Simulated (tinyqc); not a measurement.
Worked calculation (part 1 of 2): UHF in the sto-3g basis, for H2O, spin multiplicity 1. This run ends on a higher stationary point, not on the lowest solution. Computed by tinyqc, a small Python program that keeps every step (integrals from PySCF). Settings: charge = 0, multiplicity = 1, basis = sto-3g, energy threshold = 1e-09, iteration cap = 71, orthogonalisation = canonical, start = Wolfsberg-Helmholz matrix, DIIS depth = 3, damping = 0.7, method = UHF, break = 0.4. Command: `OMP_NUM_THREADS=1 python tinyqc.py 25350 25351 out.jsonl` (the two numbers bound the seeds that draw the settings). One thread of a shared host (Intel(R) Xeon(R) Processor @ 2.60GHz), about 0.2 s of CPU time with the checks. Later iterations appear only in the table of the cycle.

## One-electron integrals

Geometry (angstrom):
```
atom         x          y         z
O     0.000000   0.000000  0.000000
H     0.000000   1.021000  0.762000
H     0.000000  -1.021000  0.762000
```

Basis sto-3g: exponents (1/bohr^2) and contraction coefficients of normalised primitives:
```
element  l (shell)    exponent  coefficient
O            s (1)  130.709320     0.154329
O            s (1)   23.808861     0.535328
O            s (1)    6.443608     0.444635
O            s (2)    5.033151    -0.099967
O            s (2)    1.169596     0.399513
O            s (2)    0.380389     0.700115
O            p (3)    5.033151     0.155916
O            p (3)    1.169596     0.607684
O            p (3)    0.380389     0.391957
H            s (1)    3.425251     0.154329
H            s (1)    0.623914     0.535328
H            s (1)    0.168855     0.444635
```

Overlap, kinetic and nuclear-attraction integrals over the contracted functions; the nuclear repulsion is the sum of Za Zb / Rab.

nuclear repulsion = 6.90499574 hartree

overlap S, lower triangle:
```
           1O 1s     1O 2s    1O 2px     1O 2py    1O 2pz     2H 1s     3H 1s
1O 1s   1.000000
1O 2s   0.236704  1.000000
1O 2px  0.000000  0.000000  1.000000
1O 2py  0.000000  0.000000  0.000000   1.000000
1O 2pz  0.000000  0.000000  0.000000   0.000000  1.000000
2H 1s   0.025532  0.293350  0.000000   0.219978  0.164175  1.000000
3H 1s   0.025532  0.293350  0.000000  -0.219978  0.164175  0.111232  1.000000
```

kinetic energy T (hartree), lower triangle:
```
            1O 1s     1O 2s    1O 2px     1O 2py    1O 2pz      2H 1s     3H 1s
1O 1s   29.003200
1O 2s   -0.168011  0.808128
1O 2px   0.000000  0.000000  2.528731
1O 2py   0.000000  0.000000  0.000000   2.528731
1O 2pz   0.000000  0.000000  0.000000   0.000000  2.528731
2H 1s   -0.008081  0.024293  0.000000   0.081091  0.060520   0.760032
3H 1s   -0.008081  0.024293  0.000000  -0.081091  0.060520  -0.010557  0.760032
```

nuclear attraction V (hartree), lower triangle:
```
             1O 1s      1O 2s     1O 2px     1O 2py     1O 2pz      2H 1s      3H 1s
1O 1s   -61.449186
1O 2s    -7.379717  -9.881428
1O 2px    0.000000   0.000000  -9.767686
1O 2py    0.000000   0.000000   0.000000  -9.846392
1O 2pz   -0.010483  -0.130841   0.000000   0.000000  -9.811526
2H 1s    -0.813358  -2.128285   0.000000  -1.386870  -1.062160  -4.774176
3H 1s    -0.813358  -2.128285   0.000000   1.386870  -1.062160  -0.595929  -4.774176
```

core Hamiltonian H = T + V (hartree), lower triangle:
```
             1O 1s      1O 2s     1O 2px     1O 2py     1O 2pz      2H 1s      3H 1s
1O 1s   -32.445986
1O 2s    -7.547728  -9.073300
1O 2px    0.000000   0.000000  -7.238955
1O 2py    0.000000   0.000000   0.000000  -7.317661
1O 2pz   -0.010483  -0.130841   0.000000   0.000000  -7.282794
2H 1s    -0.821440  -2.103992   0.000000  -1.305779  -1.001640  -4.014145
3H 1s    -0.821440  -2.103992   0.000000   1.305779  -1.001640  -0.606486  -4.014145
```

## Two-electron integrals

Functions are numbered as in S; the eight-fold symmetry (ij|kl) = (ji|kl) = (kl|ij) leaves the list below.

Two-electron integrals (ij|kl) in chemists' order, unique and non-zero (hartree):
```
(11|11) 4.785065    (21|11) 0.741380    (21|21) 0.136873    (22|11) 1.118947
(22|21) 0.256633    (22|22) 0.817206    (31|31) 0.024477    (32|31) 0.037809
(32|32) 0.180518    (33|11) 1.115814    (33|21) 0.256684    (33|22) 0.817023
(33|33) 0.880159    (41|41) 0.024477    (42|41) 0.037809    (42|42) 0.180518
(43|43) 0.047444    (44|11) 1.115814    (44|21) 0.256684    (44|22) 0.817023
(44|33) 0.785270    (44|44) 0.880159    (51|51) 0.024477    (52|51) 0.037809
(52|52) 0.180518    (53|53) 0.047444    (54|54) 0.047444    (55|11) 1.115814
(55|21) 0.256684    (55|22) 0.817023    (55|33) 0.785270    (55|44) 0.785270
(55|55) 0.880159    (61|11) 0.080800    (61|21) 0.014810    (61|22) 0.027655
(61|33) 0.027603    (61|41) 0.000524    (61|42) 0.000994    (61|44) 0.027706
(61|51) 0.000391    (61|52) 0.000742    (61|54) 0.000076    (61|55) 0.027660
(61|61) 0.001622    (62|11) 0.226535    (62|21) 0.052741    (62|22) 0.189804
(62|33) 0.186401    (62|41) 0.003148    (62|42) 0.025642    (62|44) 0.192835
(62|51) 0.002349    (62|52) 0.019138    (62|54) 0.004802    (62|55) 0.189985
(62|61) 0.005829    (62|62) 0.057966    (63|31) 0.005138    (63|32) 0.031271
(63|43) 0.005112    (63|53) 0.003815    (63|63) 0.007656    (64|11) 0.141193
(64|21) 0.033261    (64|22) 0.127870    (64|33) 0.122305    (64|41) 0.006850
(64|42) 0.047296    (64|44) 0.136590    (64|51) 0.001277    (64|52) 0.011960
(64|54) 0.006846    (64|55) 0.124567    (64|61) 0.003811    (64|62) 0.047548
(64|64) 0.046247    (65|11) 0.105376    (65|21) 0.024824    (65|22) 0.095433
(65|33) 0.091280    (65|41) 0.001277    (65|42) 0.011960    (65|44) 0.094310
(65|51) 0.006092    (65|52) 0.040197    (65|54) 0.007374    (65|55) 0.100598
(65|61) 0.002844    (65|62) 0.035486    (65|64) 0.028802    (65|65) 0.029151
(66|11) 0.410898    (66|21) 0.097160    (66|22) 0.403175    (66|33) 0.388631
(66|41) 0.006523    (66|42) 0.075526    (66|44) 0.416370    (66|51) 0.004869
(66|52) 0.056367    (66|54) 0.020703    (66|55) 0.404082    (66|61) 0.010786
(66|62) 0.166001    (66|64) 0.155716    (66|65) 0.116215    (66|66) 0.774606
(71|11) 0.080800    (71|21) 0.014810    (71|22) 0.027655    (71|33) 0.027603
(71|41) -0.000524   (71|42) -0.000994   (71|44) 0.027706    (71|51) 0.000391
(71|52) 0.000742    (71|54) -0.000076   (71|55) 0.027660    (71|61) 0.001598
(71|62) 0.005645    (71|64) 0.003425    (71|65) 0.002759    (71|66) 0.010392
(71|71) 0.001622    (72|11) 0.226535    (72|21) 0.052741    (72|22) 0.189804
(72|33) 0.186401    (72|41) -0.003148   (72|42) -0.025642   (72|44) 0.192835
(72|51) 0.002349    (72|52) 0.019138    (72|54) -0.004802   (72|55) 0.189985
(72|61) 0.005645    (72|62) 0.044767    (72|64) 0.025847    (72|65) 0.026573
(72|66) 0.101282    (72|71) 0.005829    (72|72) 0.057966    (73|31) 0.005138
(73|32) 0.031271    (73|43) -0.005112   (73|53) 0.003815    (73|63) 0.005657
(73|73) 0.007656    (74|11) -0.141193   (74|21) -0.033261   (74|22) -0.127870
(74|33) -0.122305   (74|41) 0.006850    (74|42) 0.047296    (74|44) -0.136590
(74|51) -0.001277   (74|52) -0.011960   (74|54) 0.006846    (74|55) -0.124567
(74|61) -0.003425   (74|62) -0.025847   (74|64) -0.009715   (74|65) -0.015095
(74|66) -0.055243   (74|71) -0.003811   (74|72) -0.047548   (74|74) 0.046247
(75|11) 0.105376    (75|21) 0.024824    (75|22) 0.095433    (75|33) 0.091280
(75|41) -0.001277   (75|42) -0.011960   (75|44) 0.094310    (75|51) 0.006092
(75|52) 0.040197    (75|54) -0.007374   (75|55) 0.100598    (75|61) 0.002759
(75|62) 0.026573    (75|64) 0.015095    (75|65) 0.021200    (75|66) 0.065116
(75|71) 0.002844    (75|72) 0.035486    (75|74) -0.028802   (75|75) 0.029151
(76|11) 0.059307    (76|21) 0.013945    (76|22) 0.054889    (76|33) 0.053609
(76|44) 0.054689    (76|51) 0.000951    (76|52) 0.009434    (76|55) 0.056309
(76|61) 0.001524    (76|62) 0.016751    (76|64) 0.012074    (76|65) 0.011579
(76|66) 0.051542    (76|71) 0.001524    (76|72) 0.016751    (76|74) -0.012074
(76|75) 0.011579    (76|76) 0.006337    (77|11) 0.410898    (77|21) 0.097160
(77|22) 0.403175    (77|33) 0.388631    (77|41) -0.006523   (77|42) -0.075526
(77|44) 0.416370    (77|51) 0.004869    (77|52) 0.056367    (77|54) -0.020703
(77|55) 0.404082    (77|61) 0.010392    (77|62) 0.101282    (77|64) 0.055243
(77|65) 0.065116    (77|66) 0.258399    (77|71) 0.010786    (77|72) 0.166001
(77|74) -0.155716   (77|75) 0.116215    (77|76) 0.051542    (77|77) 0.774606
```

## Orthogonalisation

S = U s U^T; canonical form X = U s^(-1/2), so that X^T S X = 1. Each column of U has its largest component positive (the first on a tie).

eigenvalues of S: 0.535425  0.628356  0.890369  1.000000  1.101567  1.260412  1.583871

X:
```
                1          2          3         4          5          6         7
1O 1s   -0.413361   0.000000   0.691349  0.000000  -0.602439   0.000000  0.229131
1O 2s    0.935045   0.000000  -0.270955  0.000000  -0.299738   0.000000  0.481716
1O 2px   0.000000   0.000000   0.000000  1.000000   0.000000   0.000000  0.000000
1O 2py   0.000000   0.809748   0.000000  0.000000   0.000000   0.683014  0.000000
1O 2pz   0.405434   0.000000   0.683750  0.000000   0.618008   0.000000  0.217608
2H 1s   -0.573638  -0.684018  -0.228293  0.000000   0.191165   0.404279  0.386950
3H 1s   -0.573638   0.684018  -0.228293  0.000000   0.191165  -0.404279  0.386950
```

## Starting guess

The start is the generalised Wolfsberg-Helmholz matrix (K = 1.75) built on H, with HOMO and LUMO mixed by +/-0.4 rad for the two spins; D(s) = C_occ C_occ^T for each spin.

D(alpha) at the start, lower triangle:
```
            1O 1s      1O 2s     1O 2px     1O 2py    1O 2pz      2H 1s     3H 1s
1O 1s    1.040676
1O 2s   -0.173336   0.760850
1O 2px   0.000000   0.000000   0.848353
1O 2py   0.000000   0.000000  -0.188257   0.888494
1O 2pz   0.034615  -0.127834   0.000000   0.000000  0.946780
2H 1s   -0.058096   0.169536   0.280280   0.070190  0.057863   0.159532
3H 1s   -0.058096   0.169536  -0.280280  -0.070190  0.057863  -0.067064  0.159532
```

D(beta) at the start, lower triangle:
```
            1O 1s      1O 2s     1O 2px     1O 2py    1O 2pz      2H 1s     3H 1s
1O 1s    1.040676
1O 2s   -0.173336   0.760850
1O 2px   0.000000   0.000000   0.848353
1O 2py   0.000000   0.000000   0.188257   0.888494
1O 2pz   0.034615  -0.127834   0.000000   0.000000  0.946780
2H 1s   -0.058096   0.169536  -0.280280   0.070190  0.057863   0.159532
3H 1s   -0.058096   0.169536   0.280280  -0.070190  0.057863  -0.067064  0.159532
```

## Iteration 1: building the Fock matrix

J_ij = sum D_kl (ij|kl) with D = D(alpha) + D(beta), K_ij = sum D_kl (ik|jl) for each spin; F = H + J - K(s); E = tr D H + tr D J / 2 - 0.5 sum_s tr D(s) K(s) + E_nn.

Coulomb J (hartree), lower triangle:
```
            1O 1s      1O 2s    1O 2px     1O 2py    1O 2pz     2H 1s     3H 1s
1O 1s   17.780985
1O 2s    3.369457   8.382806
1O 2px   0.000000   0.000000  8.347968
1O 2py   0.000000   0.000000  0.000000   8.391102
1O 2pz  -0.006551  -0.002697  0.000000   0.000000  8.386201
2H 1s    0.364814   1.915734  0.000000   1.283595  0.960086  4.130952
3H 1s    0.364814   1.915734  0.000000  -1.283595  0.960086  0.552709  4.130952
```

exchange K(alpha) (hartree), lower triangle:
```
           1O 1s      1O 2s     1O 2px     1O 2py    1O 2pz     2H 1s     3H 1s
1O 1s   4.884323
1O 2s   0.851842   1.300267
1O 2px  0.000000   0.000000   1.007488
1O 2py  0.000000   0.000000  -0.085339   1.103373
1O 2pz  0.002838  -0.044885   0.000000   0.000000  1.123090
2H 1s   0.094369   0.362154   0.070473   0.223117  0.158964  0.323241
3H 1s   0.094369   0.362154  -0.070473  -0.223117  0.158964  0.083546  0.323241
```

exchange K(beta) (hartree), lower triangle:
```
           1O 1s      1O 2s     1O 2px     1O 2py    1O 2pz     2H 1s     3H 1s
1O 1s   4.884323
1O 2s   0.851842   1.300267
1O 2px  0.000000   0.000000   1.007488
1O 2py  0.000000   0.000000   0.085339   1.103373
1O 2pz  0.002838  -0.044885   0.000000   0.000000  1.123090
2H 1s   0.094369   0.362154  -0.070473   0.223117  0.158964  0.323241
3H 1s   0.094369   0.362154   0.070473  -0.223117  0.158964  0.083546  0.323241
```

F(alpha) (hartree), lower triangle:
```
             1O 1s      1O 2s     1O 2px     1O 2py     1O 2pz      2H 1s      3H 1s
1O 1s   -19.549324
1O 2s    -5.030113  -1.990761
1O 2px    0.000000   0.000000   0.101526
1O 2py    0.000000   0.000000   0.085339  -0.029932
1O 2pz   -0.019871  -0.088653   0.000000   0.000000  -0.019683
2H 1s    -0.550994  -0.550411  -0.070473  -0.245301  -0.200518  -0.206434
3H 1s    -0.550994  -0.550411   0.070473   0.245301  -0.200518  -0.137324  -0.206434
```

F(beta) (hartree), lower triangle:
```
             1O 1s      1O 2s     1O 2px     1O 2py     1O 2pz      2H 1s      3H 1s
1O 1s   -19.549324
1O 2s    -5.030113  -1.990761
1O 2px    0.000000   0.000000   0.101526
1O 2py    0.000000   0.000000  -0.085339  -0.029932
1O 2pz   -0.019871  -0.088653   0.000000   0.000000  -0.019683
2H 1s    -0.550994  -0.550411   0.070473  -0.245301  -0.200518  -0.206434
3H 1s    -0.550994  -0.550411  -0.070473   0.245301  -0.200518  -0.137324  -0.206434
```

total energy of this density = -74.25903901 hartree

This density is the starting one.

## Iteration 1: diagonalisation and new density

Diagonalise F' = X^T F X, C = X C', fill 5 alpha and 5 beta electrons from the bottom; D(s) = C_occ C_occ^T; the new density keeps 0.7 of the old one (damping). Each column has its largest component positive (the first on a tie).

F' = X^T F X (alpha) (hartree), lower triangle:
```
           1         2          3         4          5          6          7
1  -0.637673
2   0.000000  0.459176
3   2.725006  0.000000  -7.299596
4   0.000000  0.165512   0.000000  0.101526
5  -2.628821  0.000000   7.944853  0.000000  -8.790350
6   0.000000  0.090269   0.000000  0.001306   0.000000  -0.307493
7   1.208427  0.000000  -4.258996  0.000000   4.839225   0.000000  -3.396497
```

orbital energies (alpha) (hartree): MO1 -19.559039, MO2 -0.846999, MO3 -0.318799, MO4 -0.116891, MO5 0.039466, MO6 0.398813, MO7 0.532542

coefficients C (alpha):
```
              MO1        MO2        MO3        MO4        MO5        MO6        MO7
1O 1s    0.994024  -0.225337   0.000000   0.113824   0.000000  -0.111573   0.000000
1O 2s    0.025031   0.822173   0.000000  -0.515120   0.000000   0.572429   0.000000
1O 2px   0.000000   0.000000   0.046062   0.000000   0.932991   0.000000   0.356939
1O 2py   0.000000   0.000000   0.575888   0.000000  -0.342362   0.000000   0.820573
1O 2pz   0.002358   0.116543   0.000000   0.745394   0.000000   0.701413   0.000000
2H 1s   -0.004003   0.227844   0.486051   0.319486   0.203518  -0.643003  -0.594692
3H 1s   -0.004003   0.227844  -0.486051   0.319486  -0.203518  -0.643003   0.594692
```

F' = X^T F X (beta) (hartree), lower triangle:
```
           1          2          3          4          5          6          7
1  -0.637673
2   0.000000   0.459176
3   2.725006   0.000000  -7.299596
4   0.000000  -0.165512   0.000000   0.101526
5  -2.628821   0.000000   7.944853   0.000000  -8.790350
6   0.000000   0.090269   0.000000  -0.001306   0.000000  -0.307493
7   1.208427   0.000000  -4.258996   0.000000   4.839225   0.000000  -3.396497
```

orbital energies (beta) (hartree): MO1 -19.559039, MO2 -0.846999, MO3 -0.318799, MO4 -0.116891, MO5 0.039466, MO6 0.398813, MO7 0.532542

coefficients C (beta):
```
              MO1        MO2        MO3        MO4        MO5        MO6        MO7
1O 1s    0.994024  -0.225337   0.000000   0.113824   0.000000  -0.111573   0.000000
1O 2s    0.025031   0.822173   0.000000  -0.515120   0.000000   0.572429   0.000000
1O 2px   0.000000   0.000000  -0.046062   0.000000   0.932991   0.000000  -0.356939
1O 2py   0.000000   0.000000   0.575888   0.000000   0.342362   0.000000   0.820573
1O 2pz   0.002358   0.116543   0.000000   0.745394   0.000000   0.701413   0.000000
2H 1s   -0.004003   0.227844   0.486051   0.319486  -0.203518  -0.643003  -0.594692
3H 1s   -0.004003   0.227844  -0.486051   0.319486   0.203518  -0.643003   0.594692
```

D(alpha) after iteration 1, lower triangle:
```
            1O 1s      1O 2s     1O 2px     1O 2py    1O 2pz      2H 1s     3H 1s
1O 1s    1.044018
1O 2s   -0.187040   0.815178
1O 2px   0.000000   0.000000   0.855626
1O 2py   0.000000   0.000000  -0.219648   0.756603
1O 2pz   0.042508  -0.175910   0.000000   0.000000  0.833506
2H 1s   -0.046354   0.125471   0.259876   0.112203  0.119910   0.241172
3H 1s   -0.046354   0.125471  -0.259876  -0.112203  0.119910  -0.084045  0.241172
```

D(beta) after iteration 1, lower triangle:
```
            1O 1s      1O 2s     1O 2px     1O 2py    1O 2pz      2H 1s     3H 1s
1O 1s    1.044018
1O 2s   -0.187040   0.815178
1O 2px   0.000000   0.000000   0.855626
1O 2py   0.000000   0.000000   0.219648   0.756603
1O 2pz   0.042508  -0.175910   0.000000   0.000000  0.833506
2H 1s   -0.046354   0.125471  -0.259876   0.112203  0.119910   0.241172
3H 1s   -0.046354   0.125471   0.259876  -0.112203  0.119910  -0.084045  0.241172
```

## Iteration 2: building the Fock matrix

As before.

Coulomb J (hartree), lower triangle:
```
            1O 1s      1O 2s    1O 2px     1O 2py    1O 2pz     2H 1s     3H 1s
1O 1s   17.520669
1O 2s    3.309749   8.230254
1O 2px   0.000000   0.000000  8.204460
1O 2py   0.000000   0.000000  0.000000   8.234215
1O 2pz  -0.008862  -0.001156  0.000000   0.000000  8.228806
2H 1s    0.358334   1.892850  0.000000   1.273206  0.953941  4.165279
3H 1s    0.358334   1.892850  0.000000  -1.273206  0.953941  0.550563  4.165279
```

exchange K(alpha) (hartree), lower triangle:
```
           1O 1s      1O 2s     1O 2px     1O 2py    1O 2pz     2H 1s     3H 1s
1O 1s   4.883188
1O 2s   0.842131   1.281169
1O 2px  0.000000   0.000000   1.008703
1O 2py  0.000000   0.000000  -0.116679   1.015632
1O 2pz  0.002584  -0.065114   0.000000   0.000000  1.049778
2H 1s   0.094128   0.357204   0.059597   0.232786  0.173659  0.387640
3H 1s   0.094128   0.357204  -0.059597  -0.232786  0.173659  0.081927  0.387640
```

exchange K(beta) (hartree), lower triangle:
```
           1O 1s      1O 2s     1O 2px     1O 2py    1O 2pz     2H 1s     3H 1s
1O 1s   4.883188
1O 2s   0.842131   1.281169
1O 2px  0.000000   0.000000   1.008703
1O 2py  0.000000   0.000000   0.116679   1.015632
1O 2pz  0.002584  -0.065114   0.000000   0.000000  1.049778
2H 1s   0.094128   0.357204  -0.059597   0.232786  0.173659  0.387640
3H 1s   0.094128   0.357204   0.059597  -0.232786  0.173659  0.081927  0.387640
```

F(alpha) (hartree), lower triangle:
```
             1O 1s      1O 2s     1O 2px     1O 2py     1O 2pz      2H 1s      3H 1s
1O 1s   -19.808504
1O 2s    -5.080110  -2.124215
1O 2px    0.000000   0.000000  -0.043197
1O 2py    0.000000   0.000000   0.116679  -0.099077
1O 2pz   -0.021928  -0.066883   0.000000   0.000000  -0.103767
2H 1s    -0.557234  -0.568346  -0.059597  -0.265358  -0.221358  -0.236505
3H 1s    -0.557234  -0.568346   0.059597   0.265358  -0.221358  -0.137851  -0.236505
```

F(beta) (hartree), lower triangle:
```
             1O 1s      1O 2s     1O 2px     1O 2py     1O 2pz      2H 1s      3H 1s
1O 1s   -19.808504
1O 2s    -5.080110  -2.124215
1O 2px    0.000000   0.000000  -0.043197
1O 2py    0.000000   0.000000  -0.116679  -0.099077
1O 2pz   -0.021928  -0.066883   0.000000   0.000000  -0.103767
2H 1s    -0.557234  -0.568346   0.059597  -0.265358  -0.221358  -0.236505
3H 1s    -0.557234  -0.568346  -0.059597   0.265358  -0.221358  -0.137851  -0.236505
```

total energy of this density = -74.40172941 hartree

This density is a damped mixture and is not idempotent.
